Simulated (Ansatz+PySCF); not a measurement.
The numbers below are computed, except where a source is named.
## Several solutions for singlet NH3 in separate pieces

```yaml
atoms:
  - { symbol: N, position_ang: [0.0000, 0.0000, -0.1456] }
  - { symbol: H, position_ang: [0.0000, 0.7999, 0.5097] }
  - { symbol: H, position_ang: [0.0000, -0.7999, 0.5097] }
  - { symbol: H, position_ang: [10.0000, 0.0000, 0.0000] }
```

Basis set: 6-31G* (spherical functions). Charge 0, multiplicity 1.

UHF was run from several starts with Ansatz (development build ahead of 0.2.0) and PySCF 2.14.0.

| run | program | start | converged | energy (hartree) | <S²> |
| --- | --- | --- | --- | --- | --- |
| A | PySCF | guess 1e, instabilities followed | yes | -56.05429 | 1.01 |
| B | Ansatz | stability test followed | yes | -56.05429 | 1.01 |
| C | Ansatz | atomic start, no search | yes | -56.05429 | 1.01 |
| D | PySCF | program defaults | no | – | – |
| E | Ansatz | search for the lowest state | yes | -56.05429 | 1.01 |
| F | PySCF | guess atom, instabilities followed | yes | -56.05429 | 1.01 |
| G | PySCF | guess huckel, instabilities followed | yes | -56.05429 | 1.01 |
| H | PySCF | guess minao, instabilities followed | yes | -56.05429 | 1.01 |

Q: Which runs reached the lowest solution of this kind, and what is wrong with the others?

A: A, B, C, E, F, G, H reached the lowest solution found. Not converged: D. Caution: the unrestricted determinant is a mixture of spin states.
